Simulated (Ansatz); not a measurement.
# SiNH3+ (doublet): from Hartree-Fock to the top rungs, cc-pVTZ

An exercise on one series of results from a longer session: the logs are not shown, and one member is left open.

The runs use Ansatz 0.2.0, Gaussian basis; cc-pVTZ, core rule «outside noble gas», up to 6 orbitals frozen.

The runs, in order: UHF; CCSD(T) on ROHF; CCSD(T) on UHF; BCCD(T) on ROHF; CCSDT(Q) on ROHF; CCSDT(Q) on UHF; CASSCF and NEVPT2, 11 electrons in 11 orbitals.

4 further runs of the same task are left out: 1 for a known fault of the program, 3 set aside as unsound or not needed.

## What is computed

The geometry is a PBE0/def2-TZVP stationary point (not a proven minimum) of the parent state, kept for this charge and spin.

5 atoms, charge 1, spin multiplicity 2.

Atoms are counted from 1 here; the program's logs count them from 0.

Bond lengths: Si1–N2 1.593 Å, Si1–H3 1.490 Å, Si1–H4 1.477 Å, N2–H5 1.012 Å. Angles: N2–Si1–H3 129.4°, N2–Si1–H4 118.1°, H3–Si1–H4 112.5°, Si1–N2–H5 121.2°.

The first run:

Input file in.yaml:

```yaml
crystal:
  periodic: [false, false, false]
  atoms:
    - {symbol: Si, position_ang: [0.000000, -0.029760, 0.504488]}
    - {symbol: N, position_ang: [0.000000, 0.114205, -1.081764]}
    - {symbol: H, position_ang: [0.000000, -1.262006, 1.342706]}
    - {symbol: H, position_ang: [0.000000, 1.204545, 1.315030]}
    - {symbol: H, position_ang: [0.000000, -0.700331, -1.682342]}
basis:
  gaussian: {orbitals: cc-pVTZ}
total_charge: 1
magnetization: {spin_polarized: true, initial_magnetization: 1}
hamiltonian: {xc: hf}
output: {orbitals: {seedname: orbitals}}
```

On the command line:

```bash
$ ansatz run in.yaml --threads 1 --pin off --events-out ev --progress --plain --max-ram 3968MiB --backend cpu
```

Among the steps run: UHF; CCSD(T) on ROHF; CCSD(T) on UHF; BCCD(T) on ROHF; CCSDT(Q) on ROHF; CCSDT(Q) on UHF; CASSCF and NEVPT2, 11 electrons in 11 orbitals.

One of the session's tables, all rows but one given; the rest of the session is left out.

It belongs to the step «Misses and costs». 

| method | from UCCSDT(Q) (meV) |
| --- | --- |
| ROHF | +8596.8 |
| UHF | +8447.8 |
| RMP2 | +1200.0 |
| UMP2 | +1208.5 |
| RCCSD | +340.1 |
| UCCSD | +336.2 |
| RCCSD(T) | +51.9 |
| UCCSD(T) | +52.2 |
| BCCD(T) | +49.9 |
| RCCSDT | +17.0 |
| UCCSDT | +16.1 |
| RCCSDT(Q) | +2.7 |
| UCCSDT(Q) | 0 |
| CASSCF valence | +5451.1 |
| NEVPT2 valence | ? |

Estimate the missing values for NEVPT2 valence.

As computed: from UCCSDT(Q) (meV): +1250.6. In the column «from UCCSDT(Q) (meV)» it lies between UMP2 (+1208.5) and CASSCF valence (+5451.1).

Limits of these values: Restricted and unrestricted rows rest on different reference determinants; where their highest levels disagree by more than a few hundredths of an eV, they describe different states and don't form one ladder.
